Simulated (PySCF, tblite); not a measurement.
# C₄H₇OS radical: geometry, infrared bands and EPR parameters

What infrared bands and EPR parameters should C₄H₇OS radical (`[CH2]S[C@@H]1CCO1`) show?

Computed with tblite 0.8.0 and PySCF 2.14.0, with density-fitted response routines of our own, on a single molecule in the gas phase. Atoms are numbered from 0 throughout.

## Step 1: The starting structure

13 atoms, charge 0, multiplicity 2; geometry from: force field or distance geometry start.

Bonds of the start (Å): C0–S1 1.72, S1–C2 1.82, C2–C3 1.53, C3–C4 1.51, C4–O5 1.44, O5–C2 1.46, C0–H6 1.09, C0–H7 1.08, C2–H8 1.09, C3–H9 1.10, C3–H10 1.10, C4–H11 1.09, C4–H12 1.09.

## Step 2: Relaxing the molecule with GFN2-xTB

What the job is given:

```
{"job": {"kind": "relax", "xc": "GFN2-xTB", "basis": "xTB"}, "charge": 0, "multiplicity": 2}
C      2.619800    -0.008400    -0.895100
S      1.424400    -1.110400    -0.319900
C      0.179100     0.049200     0.333600
C     -1.185800    -0.619000     0.534500
C     -1.714200     0.423500    -0.419100
O     -0.385300     0.915700    -0.697900
H      2.410100     1.062600    -0.931500
H      3.551800    -0.376000    -1.289800
H      0.518200     0.640300     1.188300
H     -1.300200    -1.655800     0.190600
H     -1.583600    -0.553300     1.558100
H     -2.345100     1.198500     0.021100
H     -2.193600     0.033700    -1.319300
```

Launch:

```
$ OMP_NUM_THREADS=1 python probes_run.py task.json out
```

The driver reads the jobs from task.json and runs them one after another.

**Question.** This job is followed by: GFN2-xTB harmonic vibrations, gas phase; UKS B3LYP, pcH-1 on C H O S, non-relativistic, mean-field spin-orbit, GIAO. Predict these results of the whole session: strongest single infrared mode (GFN2-xTB); zero-point energy (GFN2-xTB); g(iso) (B3LYP); ⟨S²⟩; largest a(iso) (averaged by class); surface potential, 1st and 99th percentile.

The runs gave:

| quantity | value |
| --- | --- |
| strongest single infrared mode (GFN2-xTB) | 1064 cm⁻¹, 110 km/mol |
| zero-point energy (GFN2-xTB) | 62.4 kcal/mol |
| g(iso) (B3LYP) | 2.00472 |
| ⟨S²⟩ | 0.754 (exact 0.75) |
| largest a(iso) (averaged by class) | 13C on C0, 126.4 MHz |
| surface potential, 1st and 99th percentile | -1.38 V and 1.01 V |

**Reading.** The optimisation took 57 steps and gained 0.163 eV; among the close pairs (by a distance rule), C2–O5 changed most, from 1.461 to 1.410 Å. No mode is imaginary among the 33: a minimum at this level. The strongest single mode, at 1064 cm⁻¹, is carried by O5, C2, C4. Unscaled tight-binding wavenumbers are off by several per cent, some by more. Its intensities can rank the bands wrongly. C0 carries the largest spin population, 0.86 e. The isotropic g lies 2.4 ppt above the free-electron value.
